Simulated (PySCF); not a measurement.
Aluminium: highly charged ions in a basis for the neutral atom

Al⁸⁺ [He] 2s2 2p1, Al⁹⁺ [He] 2s2. Computed with PySCF 2.14 in 6-31G*, with no relativity, point nucleus. No spin-orbit coupling, so a gap to NIST mixes the basis error with missing relativistic terms.

Changed run: basis of the neutral atom used for a highly charged ion. This setting is unsound on purpose.

| species | method | sound run (hartree) | changed run (hartree) | converged |
| --- | --- | --- | --- | --- |
| Al⁸⁺ | UHF | not run | -202.93996 | yes |
| Al⁸⁺ | B3LYP | not run | -203.06887 | yes |
| Al⁸⁺ | BP86 | not run | -203.10984 | yes |
| Al⁹⁺ | UHF | not run | -190.99745 | yes |
| Al⁹⁺ | B3LYP | not run | -191.06981 | yes |
| Al⁹⁺ | BP86 | not run | -191.12514 | yes |

Ionisation energy of Al⁸⁺:

```tsv
method	changed run (eV)	NIST (eV)
UHF	324.97	330.21
B3LYP	326.51	330.21
BP86	326.12	330.21
```

The contracted functions were made for the neutral atom and can be too rigid for a highly charged ion.
